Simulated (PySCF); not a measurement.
**How methods differ on the ionisation energy of P**

P [Ne] 3s2 3p3 (4S) → P⁺ [Ne] 3s2 3p2 (3P), as a difference of total energies. Computed with PySCF 2.14 in x2c-TZVPPall, with the spin-free X2C one-electron Hamiltonian (Gaussian nucleus). Correlated levels: valence: [Ne] frozen. The calculations carry no spin-orbit coupling.

```csv
method,ionisation energy (eV)
UHF,9.897
MP2 (valence),10.467
SCS-MP2 (valence),10.293
CCSD (valence),10.405
CCSD(T) (valence),10.446
```

How much does correlation contribute at CCSD(T) (valence)?

10.446 − (9.897) = 0.549 eV, measured against UHF.

Errors of the correlated levels include the incompleteness of this basis and the frozen core.

For comparison: 10.526 eV (measured; NIST levels, between the centres of gravity of the two terms).
